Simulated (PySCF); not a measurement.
**One molecule, many functionals**

C6H6N2.
InChI=1S/C6H6N2/c1-3-7-6-2-4-8-5(1)6/h1-4,7-8H

Linear-response calculations in the def2-SVPD basis (PySCF; singlets by full response, triplets Tamm–Dancoff, core orbitals frozen in the response; HF means time-dependent Hartree–Fock). 'Strongest' is the level of largest summed f among the singlets computed (10 roots, of which the last may lack a degenerate partner); it can jump between rows when another state enters that window. S1 is the lowest singlet of each run and needn't be the same state throughout; f(S1) is that of one state. Isolated species at its PBE0-D3(BJ)/def2-SVP geometry, gas phase.

```
functional                               kind  S1 (eV)  f(S1)  strongest (eV)  T1 (eV)  HOMO (eV)  gap (eV)  ionisation energy, ΔSCF (eV)
       LDA                                LDA     4.80  0.000            5.38     3.76      -4.57      4.13                          7.35
       PBE                                GGA     4.62  0.000            5.15     3.62      -4.36      4.15                          7.10
     B3LYP  global hybrid, 20% exact exchange     4.91  0.000            5.38     3.63      -5.09      5.53                          7.13
      PBE0  global hybrid, 25% exact exchange     5.22  0.000            5.49     3.62      -5.28      5.93                          7.12
 BHandHLYP  global hybrid, 50% exact exchange     5.33  0.010            5.58     3.58      -6.01      7.47                          6.93
 CAM-B3LYP             range-separated hybrid     5.37  0.010            5.57     3.67      -6.45      8.07                          7.18
   wB97X-D             range-separated hybrid     5.59  0.403            5.59     3.77      -7.00      9.35                          7.16
   LC-wPBE             range-separated hybrid     5.74  0.397            5.74     3.65      -7.70     10.41                          7.26
        HF                       Hartree–Fock     5.63  0.016            5.64     3.23      -6.97      9.91                   not settled
```

S1 runs from 4.62 eV (PBE) to 5.74 eV (LC-wPBE), a spread of 1.12 eV, while the orbital gap spreads over 6.3 eV. Along PBE (0%), B3LYP (20%), PBE0 (25%), BHandHLYP (50%), HF (100%) S1 rises with the share of exact exchange. −ε(HOMO) comes closest to its own ΔSCF ionisation energy with wB97X-D (-0.15 eV) and misses most with LDA (-2.79 eV). The lowest singlet of a reference set is 1Au(Ryd) at 4.54 eV (computed, CC3/aug-cc-pVTZ, gas; Loos, Jacquemin, bicyclic systems (2021), arXiv:2109.13894). The lowest computed singlet differs from it by PBE +0.08, LDA +0.26, B3LYP +0.37, PBE0 +0.67, BHandHLYP +0.79, CAM-B3LYP +0.82, wB97X-D +1.05, HF +1.08, LC-wPBE +1.20 eV; geometry and basis of the reference needn't be the same. The lowest triplet of a reference set is 3Bu(π→π*) at 3.84 eV (computed, CC3/aug-cc-pVTZ, gas; Loos, Jacquemin, bicyclic systems (2021), arXiv:2109.13894). The lowest computed triplet differs from it by wB97X-D -0.08, LDA -0.08, CAM-B3LYP -0.17, LC-wPBE -0.19, B3LYP -0.21, PBE0 -0.22, PBE -0.22, BHandHLYP -0.27, HF -0.62 eV; geometry and basis of the reference needn't be the same. 'Not settled' means that the ion's SCF failed to converge or may have ended in another state than the lowest.
